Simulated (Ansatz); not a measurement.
Au (fcc): energy against volume

Computed with Ansatz 0.2.0, DFT, BLYP, plane waves (420 eV) with PAW, scalar-relativistic. The PAW files were generated under PBE, with cores re-solved for the functional.

The cell is scaled uniformly from the relaxed one, with fractional coordinates and shape fixed. Energies are extrapolated to zero smearing, pressures are those at the given smearing. Magnetic state: spin not included.

A Birch-Murnaghan fit gives V₀ = 19.46 Å³/atom, B₀ = 102 GPa, B₀′ = 6.0.

Q: What are the energy above the minimum and the pressure at 17.902 Å³/atom?

A: 47.9 meV/atom and 10.91 GPa as computed.

Q: What are the energy above the minimum and the pressure at 20.237 Å³/atom?

A: 9.1 meV/atom and -3.56 GPa as computed.

Q: What are the energy above the minimum and the pressure at 21.015 Å³/atom?

A: 33.1 meV/atom and -6.23 GPa as computed.
